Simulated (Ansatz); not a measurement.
# SiHO (doublet): the correlation ladder, cc-pVTZ

How much of the correlation energy of SiHO (doublet) does each wave-function method recover here?

The runs use Ansatz 0.2.0, Gaussian basis; cc-pVTZ, core rule «outside noble gas», up to 6 orbitals frozen.

To be run: UHF; CCSD(T) on ROHF; CCSD(T) on UHF; BCCD(T) on ROHF; CCSDT(Q) on ROHF; CCSDT(Q) on UHF.

6 further runs of the same task are left out: 4 for a known fault of the program, 2 set aside as unsound or not needed.

## Step 1: What is computed

The geometry is a PBE0/def2-TZVP stationary point (not a proven minimum).

3 atoms, charge 0, spin multiplicity 2.

Atoms are counted from 1 here; the program's logs count them from 0.

Bond lengths: Si1–O2 1.650 Å, O2–H3 0.962 Å. Angles: Si1–O2–H3 118.7°.

## Step 2: UHF

Contents of in.yaml:

```yaml
crystal:
  periodic: [false, false, false]
  atoms:
    - {symbol: Si, position_ang: [0.000000, 0.030957, 0.632254]}
    - {symbol: O, position_ang: [0.000000, -0.098798, -1.012863]}
    - {symbol: H, position_ang: [0.000000, 0.705682, -1.539731]}
basis:
  gaussian: {orbitals: cc-pVTZ}
magnetization: {spin_polarized: true, initial_magnetization: 1}
hamiltonian: {xc: hf}
output: {orbitals: {seedname: orbitals}}
```

Started as:

```console
$ ansatz run in.yaml --threads 1 --pin off --events-out ev --progress --plain --max-ram 2816MiB --backend cpu
```

Further steps of the session: CCSD(T) on ROHF; CCSD(T) on UHF; BCCD(T) on ROHF; CCSDT(Q) on ROHF; CCSDT(Q) on UHF.

Q: Predict the results of all the runs planned. Wanted: UCCSDT(Q) below the RHF energy; RMP2 from UCCSDT(Q); UMP2 from UCCSDT(Q); RCCSD from UCCSDT(Q); RCCSD(T) from UCCSDT(Q); UCCSD(T) from UCCSDT(Q); RCCSDT(Q) from UCCSDT(Q); T1 diagnostic.

As calculated:

```
                         quantity                                                   value
   UCCSDT(Q) below the RHF energy                                              -9.6878 eV
              RMP2 from UCCSDT(Q)                                              +799.4 meV
              UMP2 from UCCSDT(Q)                                              +826.4 meV
             RCCSD from UCCSDT(Q)                                              +391.3 meV
          RCCSD(T) from UCCSDT(Q)                                               +34.9 meV
          UCCSD(T) from UCCSDT(Q)                                               +35.0 meV
         RCCSDT(Q) from UCCSDT(Q)                                                +3.5 meV
levels within 1 kcal/mol (43 meV)  RCCSD(T), UCCSD(T), BCCD(T), RCCSDT, UCCSDT, RCCSDT(Q)
                    T1 diagnostic                                                   0.022
```

RCCSD(T) lands +34.9 meV from the yardstick (0.4 % of the correlation energy). These misses are within one basis, not against nature; the frozen cores of restricted and unrestricted runs differ, which can shift their rows.
